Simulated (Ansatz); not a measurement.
**BeH+ (singlet): PBE0, B3LYP over a scan of the distance Be1–H2, cc-pVQZ**

How well do these functionals follow the top wave-function level for BeH+ (singlet) over a scan of the distance Be1–H2?

Method: cc-pVQZ, all electrons in the functionals; program: Ansatz 0.2.0, Gaussian basis.

The runs, in order: PBE0, B3LYP, at 1.068 Å; 1.222 Å; 1.327 Å; 1.443 Å; 1.594 Å; 1.786 Å; 2.085 Å; 2.515 Å; 2.982 Å; 3.656 Å; 4.414 Å.

41 further runs of the same task are left out: 21 for a known fault of the program, 15 that didn't finish, 5 set aside as unsound or not needed. Runs told in other sessions of the task aren't counted.

**1. The geometry**

The geometry derives from a PBE0/def2-TZVP stationary point (not a proven minimum). One bond is set to the value named and the two fragments are kept rigid.

2 atoms, charge 1, spin multiplicity 1.

Atoms are counted from 1 here; the program's logs count them from 0.

Bond lengths: Be1–H2 1.327 Å.

No dispersion term is added. B3LYP takes the VWN-RPA correlation.

The geometry shown and the zero of energy belong to the point 1.327 Å. The yardstick, FCI, and other wave-function levels (R restricted, U unrestricted, valence and pair active spaces) come from earlier runs.

**2. PBE0, 1.068 Å**

Input file in.yaml:

```yaml
crystal:
  periodic: [false, false, false]
  atoms:
    - {symbol: Be, position_ang: [0.000000, 0.000000, 0.000000]}
    - {symbol: H, position_ang: [0.000000, 0.000000, 1.068000]}
basis:
  gaussian: {orbitals: cc-pVQZ}
total_charge: 1
hamiltonian: {xc: {name: PBE0}}
output: {orbitals: {seedname: orbitals}}
```

Launch:

```
> ansatz run in.yaml --threads 1 --pin off --events-out ev --progress --plain --max-ram 2393MiB
```

The runs that follow: PBE0, 1.222 Å; PBE0, 1.327 Å; PBE0, 1.443 Å; PBE0, 1.594 Å; PBE0, 1.786 Å; PBE0, 2.085 Å; PBE0, 2.515 Å; PBE0, 2.982 Å; PBE0, 3.656 Å; PBE0, 4.414 Å; B3LYP, 1.068 Å; B3LYP, 1.222 Å; B3LYP, 1.327 Å; B3LYP, 1.443 Å; B3LYP, 1.594 Å; B3LYP, 1.786 Å; B3LYP, 2.085 Å; B3LYP, 2.515 Å; B3LYP, 2.982 Å; B3LYP, 3.656 Å; B3LYP, 4.414 Å.

Q: Predict the results of all the runs planned. Wanted: span of the FCI curve; largest miss, PBE0; largest miss, B3LYP.

**Answer**, as computed:

| quantity | value |
| --- | --- |
| span of the FCI curve | 3.151 eV |
| largest miss, PBE0 | -0.226 eV (3.656 Å) |
| largest miss, B3LYP | +0.095 eV (2.085 Å) |

In words: Of the functionals, B3LYP keep the smallest largest miss at the points compared (at most 0.095 eV) and PBE0 strays most (0.226 eV, at 3.656 Å). PBE0, B3LYP clearly break the spin symmetry at some points (⟨S²⟩ up to 0.98 above the pure value), so energy there is bought with a mixed spin. Functionals and the yardstick converge differently with the basis, so part of each miss in cc-pVQZ is the basis.
